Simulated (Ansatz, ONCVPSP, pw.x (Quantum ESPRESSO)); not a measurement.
# Equation-of-state test of one ONCV potential (B (Z = 5))

| Property | Result |
| --- | --- |
| Element | B |
| Generator | ONCVPSP 4.0.1.1 (patched build) |
| Type | optimised norm-conserving Vanderbilt (ONCV) |
| Functional | PBEsol |
| Relativity | scalar-relativistic |
| Frozen core | [He] |
| Valence charge | 3 |
| Reference configuration | 2s2 2p1 |
| Partial waves | 2s: rc 1.65 bohr, ncon 4, nbas 7, qcut 3.9 1/bohr, 1 projector; 2p: rc 4.00 bohr, ncon 4, nbas 9, qcut 3 1/bohr, 2 projectors, debl 3.9 Ha; d scattering state at 0.29 Ha: rc 3.85 bohr, ncon 4, nbas 9, qcut 2.3 1/bohr, 3 projectors, debl 0.8 Ha |
| Local potential | polynomial inside 1.60 bohr (lpopt 3, dvloc0 4 Ha) |
| Core correction | Teter function, fcfact 4.2, rcfact 1.25 |

Crystal test: fcc B in pw.x 7.5, no spin, 18³ k-points, Fermi–Dirac smearing 0.01 Ry, cutoffs 90/360 Ry. The reference is all-electron LAPW (Ansatz 0.2.0) with the same functional, mesh and smearing; V0 and B0 come from Birch–Murnaghan fits to the pressures at five volumes. Errors are pseudo minus all-electron; Δ is the rms difference of the E(V) curves that follow from these fits, minima aligned, over ±6 % about the mean V0. Mesh and smearing are coarse, so the numbers serve the comparison and aren't converged zero-temperature values; the lattice is a test structure that the element need not adopt.

All-electron: a0 = 2.856 Å (V0 = 5.83 Å³/atom), B0 = 278.7 GPa.

Question: How far does the potential miss the all-electron equation of state?

Answer: converged, but broken (pressure over 100 GPa off). The pressure does not cross zero within the volumes sampled, so no fit is given. The largest radius (4.00 bohr) exceeds half the bond length (1.91 bohr), so the spheres overlap, which is one possible source of error among others. The pseudo pressure rises with volume over the whole range, a mechanical instability. A pressure error of this size marks a broken potential; the numbers have no physical meaning.

```csv
V (Å³/atom),P all-electron (GPa),P pseudo (GPa)
5.544,15.12,-162.06
5.690,6.84,-157.12
5.836,-0.51,-152.78
5.982,-7.04,-148.99
6.128,-12.83,-145.71
```

Question: At the middle volume, how do free energy and pressure move when the wave cutoff is lowered (ecutrho kept at four times it)?

Answer:

```
cutoff (Ry)  shift of F (meV/atom)  shift of P (GPa)
         40                  +21.6             -1.11
         54                  +13.0             -0.16
         72                   +4.9             -0.50
```

Input at the middle volume:

```
&control
  calculation='scf', prefix='x', pseudo_dir='./', outdir='./tmp', tstress=.true., disk_io='none'
/
&system
  ibrav=0, nat=1, ntyp=1, ecutwfc=90, ecutrho=360, nbnd=8,
  occupations='smearing', smearing='fd', degauss=0.01
/
&electrons
  conv_thr=1e-09, mixing_beta=0.4, electron_maxstep=70
/
ATOMIC_SPECIES
B 1.0 B.UPF
CELL_PARAMETERS angstrom
  0.00000000 1.42898750 1.42898750
  1.42898750 0.00000000 1.42898750
  1.42898750 1.42898750 0.00000000
ATOMIC_POSITIONS crystal
B 0.0000 0.0000 0.0000
K_POINTS automatic
18 18 18 0 0 0
```

```bash
pw.x < B.scf.in > B.scf.out
```

Lines of the output:

```
Message from routine setup:
     using ibrav=0 with symmetry is DISCOURAGED, use correct ibrav instead
     lattice parameter (alat)  =       3.8189  a.u.
     unit-cell volume          =      39.3833 (a.u.)^3
     number of electrons       =         3.00
     number of Kohn-Sham states=            8
     kinetic-energy cutoff     =      90.0000  Ry
     charge density cutoff     =     360.0000  Ry
     scf convergence threshold =      1.0E-09
     Exchange-correlation= PBESOL
     number of k points=   195  Fermi-Dirac smearing, width (Ry)=  0.0100
     iteration #  1     ecut=    90.00 Ry     beta= 0.40
     total energy              =      -5.81233534 Ry
     estimated scf accuracy    <       0.00748381 Ry
     iteration #  2     ecut=    90.00 Ry     beta= 0.40
     total energy              =      -5.81150514 Ry
     estimated scf accuracy    <       0.00257105 Ry
     iteration #  3     ecut=    90.00 Ry     beta= 0.40
     total energy              =      -5.81154105 Ry
     estimated scf accuracy    <       0.00000125 Ry
     iteration #  4     ecut=    90.00 Ry     beta= 0.40
     c_bands:  1 eigenvalues not converged
     total energy              =      -5.81154169 Ry
     estimated scf accuracy    <       0.00000002 Ry
     iteration #  5     ecut=    90.00 Ry     beta= 0.40
     total energy              =      -5.81154169 Ry
     estimated scf accuracy    <          3.1E-09 Ry
     iteration #  6     ecut=    90.00 Ry     beta= 0.40
     the Fermi energy is    13.5334 ev
!    total energy              =      -5.81154169 Ry
     estimated scf accuracy    <          3.1E-10 Ry
     smearing contrib. (-TS)   =      -0.00074666 Ry
     The total energy is F=E-TS. E is the sum of the following terms:
     one-electron contribution =       4.20677512 Ry
     hartree contribution      =       0.01112892 Ry
     xc contribution           =      -2.38838006 Ry
     ewald contribution        =      -7.64031901 Ry
     convergence has been achieved in   6 iterations
          total   stress  (Ry/bohr**3)                   (kbar)     P=    -1527.75
     Message from routine punch:
     Nothing written, as per user request (disk_io='none')
```

The run at the middle volume (195 k-points, 6 iterations) took about 9.2 s on one core of a shared host (Neoverse-V2, 96 threads, 742 GiB, load 83).
